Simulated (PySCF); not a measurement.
Species: PS₄ (charge -3).
SMILES: `[S-]P([S-])(=S)[S-]`

The closed-shell ground state was solved at several levels (PySCF, density fitting, gas phase, non-relativistic). Geometry: PBE0-D3(BJ)/def2-SVP; no solvent, vibrations or thermal averaging. Whether so highly charged an anion holds all its electrons in the gas phase wasn't checked; a finite basis holds them in any case. No counter-ion or solvent screens the charge of this multiply charged ion. The geometry's basis has no diffuse functions, a weakness for an anion. The HOMO energy is positive, so at this level the finite basis confines the outermost electrons. No diffuse functions stand in pcSseg-2, which bears on an anion's orbital energies.

| level | basis functions | total energy (Eh) | HOMO (eV) | LUMO (eV) | gap (eV) |
| --- | --- | --- | --- | --- | --- |
| B97-D/pcSseg-2 | 215 | -1934.1243 | 8.08 | 10.98 | 2.90 |
| PBE0/pcSseg-2 | 215 | -1933.4049 | 6.96 | 11.78 | 4.82 |
| OPBE/pcSseg-2 | 215 | -1933.9332 | 8.15 | 11.22 | 3.07 |
| PBE/pcSseg-2 | 215 | -1933.2632 | 8.07 | 10.95 | 2.88 |
| HF/pcSseg-2 | 215 | -1930.7412 | 4.43 | 15.07 | 10.64 |
| LDA/pcSseg-2 | 215 | -1927.4344 | 7.90 | 10.70 | 2.80 |
| KT2/pcSseg-2 | 215 | -1949.4266 | 8.00 | 10.82 | 2.82 |
| KT3/pcSseg-2 | 215 | -1947.9475 | 8.11 | 11.05 | 2.94 |
| BP86/pcSseg-2 | 215 | -1934.3098 | 7.93 | 10.79 | 2.86 |
| BLYP/pcSseg-2 | 215 | -1934.0867 | 8.26 | 11.07 | 2.81 |
| mPW1PW91/pcSseg-2 | 215 | -1934.1769 | 6.94 | 11.77 | 4.83 |

What might B3LYP/pcSseg-2 (215 basis functions) give for the same quantities?

Total energy -1934.1735 Eh, HOMO 7.21 eV, LUMO 11.57 eV, gap 4.36 eV.

In the pcSseg-2 basis, how does the gap go with the fixed share of exact exchange?

LDA (0 %) 2.80 eV; BLYP (0 %) 2.81 eV; KT2 (0 %) 2.82 eV; BP86 (0 %) 2.86 eV; PBE (0 %) 2.88 eV; B97-D (0 %) 2.90 eV; KT3 (0 %) 2.94 eV; OPBE (0 %) 3.07 eV; B3LYP (20 %) 4.36 eV; PBE0 (25 %) 4.82 eV; mPW1PW91 (25 %) 4.83 eV; HF (100 %) 10.64 eV. Each rise in the share widens the gap here.

The pairwise dispersion term of B97-D wasn't added to the energies; at a given geometry it leaves orbitals and properties as they are.
